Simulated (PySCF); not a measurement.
Gas-phase reaction: 6 AlOCl = 4 AlO + 2 AlCl3 + O2

Method: PySCF energies (xtb for GFN2) plus ideal-gas RRHO corrections (1 bar). 'Table' is the NASA 1993 thermochemical table (part measured, part estimated). After a fit of one offset per element over all species, the range-separated, M06-2X, PBE0/def2-QZVP and CCSD(T)/def2-TZVPP enthalpies, where run, lie to one side of the table for AlOCl (+112 kJ/mol): a fault of the table's entry, another state or a shared error of the levels is possible; this was not checked at source. S°(298 K) at PBE0/def2-TZVP differs from the NASA 1993 table for AlOCl (+8 J/mol/K); whether the harmonic model or the table's entry is off was not settled. † marks an energy on the PBE0/def2-TZVP geometry and frequencies; other levels use their own. Open shells (unrestricted): AlO (multiplicity 2), O2 (multiplicity 3); the rest are closed-shell singlets. GFN2 has no spin-polarisation term. For this reaction the table lies outside the span of B3LYP, M06-2X, PBE0, r2SCAN, ωB97M-V, ωB97X-V in their largest bases here; which side is off was not settled. The harmonic model lacks anharmonicity and excited electronic states, which grow with temperature; levels with a mode under 35 cm⁻¹ are left out. The table's entry may be an old estimate for AlOCl, AlO, AlCl3 (not checked at source).

```csv
level,"ΔH°(298 K), kJ",minus table,"ΔG°(1200 K), kJ"
table,1187.2,-,941.1
BLYP/def2-TZVP†,461.3,-725.9,278.2
GFN2-xTB,1268.6,81.4,1049.4
M06-2X/def2-TZVP†,438.8,-748.4,255.7
PBE/def2-TZVP†,444.0,-743.2,260.9
PBE0/def2-SVP†,356.2,-831.0,173.2
r2SCAN/def2-TZVP†,435.4,-751.8,252.4
```
